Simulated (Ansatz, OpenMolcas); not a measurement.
# Predicting a hybrid from its neighbours: BPH6

The species is BPH6 (8 atoms), meant as a singlet with charge 0. As SMILES, `[BH3-][PH3+]`. Geometry: relaxed at PBE0-D4/def2-TZVP.

The HOMO–LUMO gap y, in eV, basis def2-SVPD; a is the functional's share of exact exchange. Programs: Ansatz 0.2.0, OpenMolcas 26.06.

| functional | program | a | y (eV) |
| --- | --- | --- | --- |
| r2SCAN | Ansatz | 0 | 7.53 |
| TPSS | OpenMolcas | 0 | 7.15 |
| B3LYP | Ansatz | 0.2 | 8.19 |
| r2SCAN0 | Ansatz | 0.25 | ? |
| PBE0 | Ansatz | 0.25 | 8.69 |
| BHLYP | Ansatz | 0.5 | 10.50 |

Q: Fit y = c + s·a to the known rows and predict r2SCAN0.

A: 
1. Means of the 5 rows: a = 0.1900, y = 8.412.
2. Σ(Δa)² = 0.172, Σ(Δa·Δy) = 1.0691, so the slope is 1.0691/0.172 = 6.2157.
3. Intercept: 8.412 − (6.2157) × 0.1900 = 7.231. The largest residual of the fit is 0.30.
4. r2SCAN0: 7.231 + (6.2157) × 0.25 = 8.78 eV.

The run gave 9.43 eV, so the prediction is off by -0.65 eV, more than the scatter of the fit. Exact exchange lowers occupied levels and raises empty ones. The rows mix families of semi-local functionals, which the line can't see.
